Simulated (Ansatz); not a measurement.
## Predicting a hybrid from its neighbours: C3H7F (2-fluoropropane)

The species is C3H7F (11 atoms), meant as a singlet with charge 0. As SMILES, `CC(C)F`. Geometry: relaxed at PBE0-D4/def2-TZVP.

The vertical ionisation energy (to the doublet cation) y, in eV, basis cc-pVDZ; a is the functional's share of exact exchange. Programs: Ansatz 0.2.0.

| functional | program | a | y (eV) |
| --- | --- | --- | --- |
| revPBE | Ansatz | 0 | 10.87 |
| r2SCAN | Ansatz | 0 | 11.16 |
| B3LYP | Ansatz | 0.2 | ? |
| r2SCAN0 | Ansatz | 0.25 | 11.58 |
| PBE0 | Ansatz | 0.25 | 11.44 |
| BHLYP | Ansatz | 0.5 | 11.85 |

Task: Fit y = c + s·a to the known rows and predict B3LYP.

Result: 
1. Means of the 5 rows: a = 0.2000, y = 11.380.
2. Σ(Δa)² = 0.175, Σ(Δa·Δy) = 0.3, so the slope is 0.3/0.175 = 1.7143.
3. Intercept: 11.380 − (1.7143) × 0.2000 = 11.037. The largest residual of the fit is 0.17.
4. B3LYP: 11.037 + (1.7143) × 0.2 = 11.38 eV.

The run gave 11.42 eV, so the prediction is off by -0.04 eV, within the scatter of the fit. The rows mix families of semi-local functionals, which the line can't see.
